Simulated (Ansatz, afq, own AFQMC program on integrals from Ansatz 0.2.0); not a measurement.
Integrals from Ansatz 0.2.0, then the random walk in our own AFQMC program (afq).

```yaml
crystal:
  periodic: [false, false, false]
  atoms:
    - {symbol: Al, position_ang: [0.000000, 0.032676, 0.636525]}
    - {symbol: N, position_ang: [0.000000, -0.106661, -1.095305]}
    - {symbol: H, position_ang: [0.000000, 0.607486, -1.818390]}
basis:
  gaussian: {orbitals: cc-pVTZ}
magnetization: {spin_polarized: true, initial_magnetization: 3}
correlation: {method: ccsd_t, electrons: outside_noble_gas, hamiltonian_folder: ham}
```

```sh
$ ansatz run in.yaml --threads 1 --pin off --events-out ev --progress --plain --max-ram 16896MiB --backend cuda --devices 0, --max-vram 18GiB
```

Options of the walk:

```
--method phaseless --trial hf --walkers 1400 --populations 20 --least-time 40 --time-step 0.005 --steps-per-block 20 --equilibration-blocks 112 --max-blocks 4000 --target-error 0.0009000 --factor-cut 1e-05 --start spin_pure --seed 3788 --taylor-order 6
```

Times are imaginary, in 1/Eh. The walk had a cap of 97 s. With eight or more populations the least sampling time is a fifth of least-time, and the error comes from their spread.

afq prints:

```
orbitals 72  electrons 6 3  factors 464 of 476
reference energy -296.86103112 Eh
CCSD correlation -0.21882996 Eh in 25 cycles, weight of the determinant in the CISD state 0.9099
energy of the start -296.861352 Eh
 block  time / (1/Eh)  mean weight  energy / Eh
     1     0.100  1.0012  -296.931575
     2     0.200  1.0019  -296.970937
     3     0.300  1.0015  -296.998608
     4     0.400  1.0012  -297.016234
     5     0.500  1.0010  -297.028343
     8     0.800  1.0008  -297.050649
    13     1.300  0.9997  -297.076712
    49     4.900  1.0000  -297.076566
    85     8.500  1.0003  -297.094174
   121    12.100  0.9997  -297.088458
   157    15.700  0.9991  -297.089520
   193    19.300  0.9993  -297.086862
   229    22.900  1.0002  -297.089161
   265    26.500  0.9995  -297.088372
   301    30.100  1.0003  -297.093385
   337    33.700  1.0001  -297.092456
   373    37.300  1.0001  -297.092839
   397    39.700  1.0001  -297.101812
   409    40.900  0.9984  -297.085706
   445    44.500  1.0006  -297.090102
   481    48.100  1.0006  -297.079412
   493    49.300  1.0002  -297.086650
error from the spread of 20 populations
energy -297.087887 +/- 0.000880 Eh
(rows thinned)
```

The run passed its tests (sampling time, drift between the halves within three errors, error under three times the target), which doesn't prove that it has relaxed.

Against this walk (error 24.0 meV) on the same determinant: CCSD(T) 6.6 meV lower (within the noise), CCSDT(Q) 74.3 meV lower, a separate phaseless walk with a CISD trial and standard settings 18.8 ± 24.4 meV lower (within the noise). The error is statistical and leaves out the bias of the constraint. CCSDT(Q) is the surest value here, so the walk's 74 meV above it is most likely the bias of the constraint with this trial, which can have either sign.

Cautions: constraint bias not in the error; another spin lies lower.

The walk took 77 s on 1 × NVIDIA H100 80GB HBM3 with 2 threads of AMD EPYC 7R13 Processor (Zen 3), on a shared host (the card was shared). The log's last line is the phaseless energy.

CCSDT and higher add their correlation energy to the determinant of the CCSD(T) run, since their own runs factorise the integrals more tightly (a shift of under 2 meV).
